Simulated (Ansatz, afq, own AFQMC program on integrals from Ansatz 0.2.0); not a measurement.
## SiCl$_{2}$, singlet: energetics from AFQMC and coupled cluster

```xyz
3

Cl    0.2952    1.6158    0.3401
Si   -0.7742   -0.0105   -0.4243
Cl    0.4791   -1.6053    0.0842
```

Geometry: a PBE0/def2-SVP stationary point, not shown to be a minimum. Basis def2-TZVP. Only valence electrons are correlated. AFQMC by an in-house program on the Cholesky factors that Ansatz 0.2.0 writes for its CCSD(T) run. The CISD trial takes its coefficients from CCSD amplitudes. Released means that phaseless walkers are propagated on without the constraint, phases kept. Uncertainties: one standard error, sampling alone.

Best estimates are CCSD(T) at the basis-set limit (def2-TZVPP/QZVPP) plus the step from CCSD(T) to the highest rung at hand in def2-TZVP, named in the table (released AFQMC can keep some 10 meV of bias). Fragments are relaxed and keep their bonds. No zero-point, core-correlation or spin–orbit terms. Other levels are in def2-TZVP; a dash marks a level that is missing or breaks spin symmetry for a member.

Cautions: SiCl₂ (singlet): restricted determinant unstable towards unrestricted (UHF 5 meV lower, ⟨S²⟩ 0.09), its ph-AFQMC/CISD value lies 17 ± 6 meV above CCSDT(Q).

```csv
process,B3LYP (kJ/mol)
Si2–Cl1 → SiCl (doublet) + Cl (doublet),417
to free atoms,838
```

(1) From these values, estimate the best estimates.

(1) 
```tsv
process	best estimate (kJ/mol)	highest rung
Si2–Cl1 → SiCl (doublet) + Cl (doublet)	442	CCSDT(Q)
to free atoms	871	CCSDT(Q)
```

Errors against the best estimates in kJ/mol, in the same order:

| level | error, 1 | error, 2 |
| --- | --- | --- |
| MP2 | 3 | -7 |
| CCSD(T) | -23 | -48 |
| ph-AFQMC/CISD | -23 ± 0.8 | -48 ± 0.6 |
| CCSD(T)/CBS | 0 | 0 |
| PBE | 0 | 15 |
| r2SCAN | -5 | 0 |
| PBE0 | -11 | -11 |
| B3LYP | -25 | -34 |
| wB97M-V | 8 | 16 |
| B2PLYP | -17 | -27 |

Cost at the first geometry (cards were shared with other jobs): PBE0/def2-TZVP, 3.5 s on 1 thread of AMD EPYC 7R13 Processor (Zen 3) (shared host); RCCSD(T)/def2-TZVP, 14 s on 1 × NVIDIA H100 80GB HBM3 with 1 thread of AMD EPYC 7R13 Processor (Zen 3), with other jobs on the host; CCSD(T)/def2-QZVPP, 6.5 s on 1 × NVIDIA H100 80GB HBM3 with 1 thread of AMD EPYC 7R13 Processor (Zen 3), with other jobs on the host; CCSDT(Q), 61 s on 1 × NVIDIA H100 80GB HBM3 with 1 thread of AMD EPYC 7R13 Processor (Zen 3) (shared host); ph-AFQMC/CISD with release, 4.9 min on 1 × NVIDIA H100 80GB HBM3 with 2 threads of AMD EPYC 7R13 Processor (Zen 3) (shared host).

Best estimates are given only where the step beyond CCSD(T) is under 0.3 eV and no member's determinant is very poor (T1 over 0.05, or 0.07 for open shells, ⟨S²⟩ too high by 0.3, two states mixed), so the hardest cases are missing from such tables.

The functionals ran in a triple-zeta set and keep a basis error of their own, a few kJ/mol for each bond in atomization energies and more for double hybrids, so close places among them and the extrapolated levels can swap.

CCSDT and higher add their correlation energy to the determinant of the CCSD(T) run, since their own runs factorise the integrals more tightly (a shift of under 2 meV). Each member of a difference takes its own highest rung, so a best estimate needn't equal the limit plus the step of one row. A walk keeps the symmetry of its determinant, which the program's search chose and which needn't be the lowest solution, so a lower state of the same spin and another symmetry isn't excluded.
